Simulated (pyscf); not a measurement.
Optimised with ωB97X-D3(BJ)/def2-SVP in PySCF.

Problem. How much does it cost (ΔH, 298 K, ωB97M-D3(BJ)/def2-TZVP) to split cyclic C₇H₈O (SMILES O=CC1C=CC=CC1) at its C–C bond into •HC=O + cyclic C₆H₇ (SMILES [CH]1C=CC=CC1) [doublet]?

Solution. C–C to •HC=O + cyclic C₆H₇ (SMILES [CH]1C=CC=CC1) [doublet]: 2.49 eV. The 7 functionals that were run give +2.14 (r²SCAN) to +2.58 eV (M06-2X). The radicals are drawn with the spin at the cut bond; how far it spreads was not checked. cyclic C₇H₈O (SMILES O=CC1C=CC=CC1) lies 0.28 eV over its isomer cyclic C₇H₈O (SMILES O=CC1=CCC=CC1), and others may lie lower still (electronic energy, ωB97M-D3(BJ)). Other isomers of cyclic C₆H₇ (SMILES [CH]1C=CC=CC1) [doublet] were not searched in full and may lie lower.
